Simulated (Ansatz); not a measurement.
## Crystal structures of platinum under r²SCAN

The calculation used DFT, r2SCAN, plane waves (500 eV) with PAW, scalar-relativistic (Ansatz). (PAW data from PBE, frozen cores regenerated.)

Each structure is relaxed within its own symmetry, so a high-lying one may be dynamically unstable.

| structure | ΔE (meV/atom) | V (Å³/atom) | cell | magnetic state |
| --- | --- | --- | --- | --- |
| fcc | 0 | 15.30 | a = 3.941 Å | spin not included |
| dhcp | 34 | 15.36 | a = 2.765 Å, c = 9.281 Å (c/a = 3.357) | spin not included |
| hcp | 65 | 15.42 | a = 2.739 Å, c = 4.746 Å (c/a = 1.732) | spin not included |
| bcc | 91 | 15.48 | a = 3.140 Å | non-magnetic |
| omega (AlB2-type) | 148 | 15.68 | a = 4.501 Å, c = 2.682 Å (c/a = 0.596) | spin not included |
| A15 | 276 | 15.88 | a = 5.027 Å | spin not included |
| simple cubic | 434 | 17.66 | a = 2.604 Å | spin not included |
| diamond | 1104 | 23.62 | a = 5.738 Å | ferromagnetic, net 0.71 μB per atom |

ΔE counts from fcc.

Differences under about 8 meV lie within the error of the k-point mesh.
